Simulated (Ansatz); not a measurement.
# One shape, several levels: singlet C2H3Si−

Aim: a comparison of 6 runs (HF/STO-3G, BHLYP/aug-cc-pVDZ, revPBE/aug-cc-pVDZ, MP2/aug-cc-pVDZ, CCSD/aug-cc-pVDZ, CCSD(T)/aug-cc-pVDZ) of singlet C2H3Si−. 

The calculation is run with Ansatz 0.2.0.

39 further runs of the same task are left out: 39 set aside as unsound or not needed. Runs told in other sessions of the task aren't counted.

### 1 The system as given

C2H3Si−: 6 atoms, total charge -1, spin state singlet. SMILES of the parent species: `C#C[SiH2]`. Geometry: relaxed at PBE0-D4/def2-TZVP. That shape belongs to the parent species and isn't relaxed for this state.

Bond lengths: C1–C2 1.210 Å, C2–Si3 1.803 Å, C1–H4 1.066 Å, Si3–H5 1.484 Å, Si3–H6 1.484 Å. Angles: C1–C2–Si3 174.9°, C2–C1–H4 179.3°, C2–Si3–H5 111.4°, C2–Si3–H6 111.4°, H5–Si3–H6 112.5°.

### 2 A single-point energy at HF/STO-3G (run 1)

File input.yaml:

```yaml
crystal:
  periodic: [false, false, false]
  atoms:
    - {symbol: C, position_ang: [1.019700, -1.302300, 0.535000]}
    - {symbol: C, position_ang: [0.376000, -0.354500, 0.145700]}
    - {symbol: Si, position_ang: [-0.444500, 1.136900, -0.449500]}
    - {symbol: H, position_ang: [1.575400, -2.144400, 0.879400]}
    - {symbol: H, position_ang: [-1.137600, 0.894600, -1.738800]}
    - {symbol: H, position_ang: [-1.346900, 1.705600, 0.581800]}
basis:
  gaussian:
    orbitals: STO-3G
total_charge: -1
hamiltonian:
  xc: hf
accuracy: high
output: {orbitals: {seedname: orbitals}}
```

Launch:

```
$ ansatz run input.yaml --threads 1 --pin off --max-ram 2610MiB --events-out events.jsonl --progress --plain --runs-dir runs
```

The log of the run:

```text
Warning: RAYON_NUM_THREADS=1 ignored (pool sized by the plan → 1); use --threads N
Functional definition: HF
  name "HF"
  exchange = exact_x
  correlation = 0
396 factors; integrals over basis functions are off by at most 1.2e-8 eV
mean field evaluation 1: about -9845.1593 eV, gradient 1.3e1 eV
mean field evaluation 2: about -9845.1747 eV, gradient 1.3e1 eV
mean field evaluation 4: about -9845.9860 eV, gradient 1.6e0 eV
mean field evaluation 8: about -9845.9966 eV, gradient 9.3e-3 eV
mean field -9845.99658247 eV, -361.8337005497 hartree, gradient 4.0e-8 eV, S^2 0.000000; 0 other end points of the search recorded, 0 dependent functions left out
reference -9845.99658247 eV, -361.8337005497 hartree; 15, 15 occupied and 7, 7 virtual orbitals, 396 factors
Total energy: -9845.99658247 eV, -361.8337005497 hartree
```

It took 0.08 s on 1 thread of AMD EPYC 9R45 (Zen 5), shared host.

### 3 The energy at BHLYP/aug-cc-pVDZ (run 2)

File molecule.yaml:

```yaml
crystal:
  periodic: [false, false, false]
  atoms:
    - {symbol: C, position_ang: [1.019700, -1.302300, 0.535000]}
    - {symbol: C, position_ang: [0.376000, -0.354500, 0.145700]}
    - {symbol: Si, position_ang: [-0.444500, 1.136900, -0.449500]}
    - {symbol: H, position_ang: [1.575400, -2.144400, 0.879400]}
    - {symbol: H, position_ang: [-1.137600, 0.894600, -1.738800]}
    - {symbol: H, position_ang: [-1.346900, 1.705600, 0.581800]}
basis:
  gaussian:
    orbitals: aug-cc-pVDZ
total_charge: -1
hamiltonian:
  xc: {name: BHLYP}
accuracy: high
output: {orbitals: {seedname: orbitals}}
```

Launch:

```
$ ansatz run molecule.yaml --threads 1 --pin off --max-ram 2610MiB --events-out events.jsonl --progress --plain --runs-dir runs
```

The log of the run:

```text
Warning: RAYON_NUM_THREADS=1 ignored (pool sized by the plan → 1); use --threads N
Functional definition: BHLYP
  name "BHLYP"
  parameter a = 0.5
  exchange = (1 - a)*b88_x + a*exact_x
  correlation = lyp_c
1869 factors; integrals over basis functions are off by at most 3.6e-9 eV
mean field evaluation 1: about -9995.7292 eV, gradient 1.9e1 eV
mean field evaluation 2: about -9996.2965 eV, gradient 1.4e1 eV
mean field evaluation 4: about -9996.8767 eV, gradient 1.3e0 eV
mean field evaluation 8: about -9996.8815 eV, gradient 2.0e-2 eV
mean field evaluation 16: about -9996.8816 eV, gradient 4.8e-6 eV
mean field -9996.88155222 eV, -367.3786209144 hartree, gradient 5.7e-8 eV, S^2 0.000000; 0 other end points of the search recorded, 0 dependent functions left out
reference -9996.88157684 eV, -367.3786218190 hartree; 15, 15 occupied and 85, 85 virtual orbitals, 1869 factors
Total energy: -9996.88157684 eV, -367.3786218190 hartree
```

Wall time 2.8 s (1 thread of AMD EPYC 9R45 (Zen 5), shared host); peak memory 0.29 GiB.

### 4 A single-point energy at revPBE/aug-cc-pVDZ (run 3)

molecule.yaml: that of step 3 with these lines changed.

```diff
@@ -10,7 +10,5 @@
 basis:
-  gaussian:
-    orbitals: aug-cc-pVDZ
+  gaussian: {orbitals: aug-cc-pVDZ}
 total_charge: -1
-hamiltonian:
-  xc: {name: BHLYP}
+hamiltonian: {xc: {name: revPBE}}
 accuracy: high
```

Launch:

```
$ ansatz run molecule.yaml --threads 1 --pin off --max-ram 2610MiB --events-out events.jsonl --progress --plain --runs-dir runs
```

The log of the run:

```text
Warning: RAYON_NUM_THREADS=1 ignored (pool sized by the plan → 1); use --threads N
Functional definition: revPBE
  name "revPBE"
  parameter kappa = 1.245
  parameter beta = 0.06672455060314922
  exchange = pbe_x(kappa = kappa, mu = beta*pi^2/3)
  correlation = pbe_c(beta = beta)
1869 factors; integrals over basis functions are off by at most 3.6e-9 eV
mean field evaluation 1: about -9992.8321 eV, gradient 3.2e1 eV
mean field evaluation 2: about -9971.6417 eV, gradient 6.9e1 eV
mean field evaluation 4: about -9995.6817 eV, gradient 1.5e1 eV
mean field evaluation 8: about -9996.2497 eV, gradient 3.3e-1 eV
mean field evaluation 16: about -9996.2503 eV, gradient 6.1e-6 eV
mean field -9996.25029180 eV, -367.3554225218 hartree, gradient 1.3e-8 eV, S^2 0.000000; 0 other end points of the search recorded, 0 dependent functions left out
reference -9996.25029749 eV, -367.3554227309 hartree; 15, 15 occupied and 85, 85 virtual orbitals, 1869 factors
Total energy: -9996.25029749 eV, -367.3554227309 hartree
```

Wall time 2.3 s (1 thread of AMD EPYC 9R45 (Zen 5), shared host); peak memory 0.26 GiB.

Runs 4 to 5 aren't shown in full; the table further down has their settings and results.

### 5 The energy at CCSD(T)/aug-cc-pVDZ (run 6)

input.yaml: that of step 2 with these lines changed.

```diff
@@ -11,7 +11,9 @@
   gaussian:
-    orbitals: STO-3G
+    orbitals: aug-cc-pVDZ
 total_charge: -1
-hamiltonian:
-  xc: hf
+correlation:
+  method: ccsd_t
+  frozen_orbitals: {C: 1, H: 0, Si: 5}
 accuracy: high
-output: {orbitals: {seedname: orbitals}}
+scf:
+  omitted_lower_state_checks: [cluster_reference, increment]
```

Launch:

```
$ ansatz run input.yaml --threads 1 --pin off --max-ram 2610MiB --events-out events.jsonl --progress --plain --runs-dir runs
```

The log of the run, shortened:

```text
Warning: RAYON_NUM_THREADS=1 ignored (pool sized by the plan → 1); use --threads N
Functional definition: HF
  name "HF"
[...]
1869 factors; integrals over basis functions are off by at most 3.6e-9 eV
[...]
mean field -9968.03850001 eV, -366.3186582962 hartree, gradient 2.8e-8 eV, S^2 0.000000; 0 other end points of the search recorded, 0 dependent functions left out
7 core orbitals not correlated: weight in the atoms' cores, before any rotation towards them, 1.000 or more for the frozen orbitals, at most 0.000 for the correlated occupied ones
reference -9968.03850001 eV, -366.3186582962 hartree; 8, 8 occupied and 85, 85 virtual orbitals, 1869 factors
second order -10.30998215 eV of doubles, -0.00000000 eV of singles
cycle   1  -10.68501614 eV  change   -3.8e-1 eV  update   9.4e-2
[...]
cycle  27  -11.14549146 eV  change  -6.8e-11 eV  update  9.1e-10
perturbative correction -0.52489639 eV, -0.0192895866 hartree
Total energy: -9979.70888786 eV, -366.7475371392 hartree
Checks for a lower state left out: cluster_reference, increment
```

It took 7.8 s on 1 thread of AMD EPYC 9R45 (Zen 5), shared host; peak memory 0.72 GiB.

### 6 Overview of the runs

| run | level | frozen core orbitals | energy (Eh) | wall time |
| --- | --- | --- | --- | --- |
| 1 | HF/STO-3G | – | -361.833701 | 0.08 s |
| 2 | BHLYP/aug-cc-pVDZ | – | -367.378622 | 2.8 s |
| 3 | revPBE/aug-cc-pVDZ | – | -367.355423 | 2.3 s |
| 4 | MP2/aug-cc-pVDZ | 7 | -366.697543 | 1.4 s |
| 5 | CCSD/aug-cc-pVDZ | 7 | -366.728248 | 6.9 s |
| 6 | CCSD(T)/aug-cc-pVDZ | 7 | -366.747537 | 7.8 s |

### 7 Summary of results

| quantity | value |
| --- | --- |
| run 6: total energy | -366.74754 Eh |
| run 6: correlation energy (7 core orbitals frozen) | -428.9 mEh |
| run 6: (T) correction | -19.29 mEh |
| run 6: T1 diagnostic | 0.015 |

In words: Over runs 1, 2, 3 the HOMO–LUMO gap runs from 1.16 eV (revPBE/aug-cc-pVDZ) to 12.92 eV (HF/STO-3G). The two ends differ in method and basis. The empty levels of an anion lie above zero and hang on the basis. Totals of different functionals can't be ranked against each other. In runs 1, 3 the HOMO lies above zero, from self-interaction, a short basis or an electron that isn't bound. In run 1 the basis is minimal, so the values are rough. All runs together took 21 s, the longest 7.8 s.
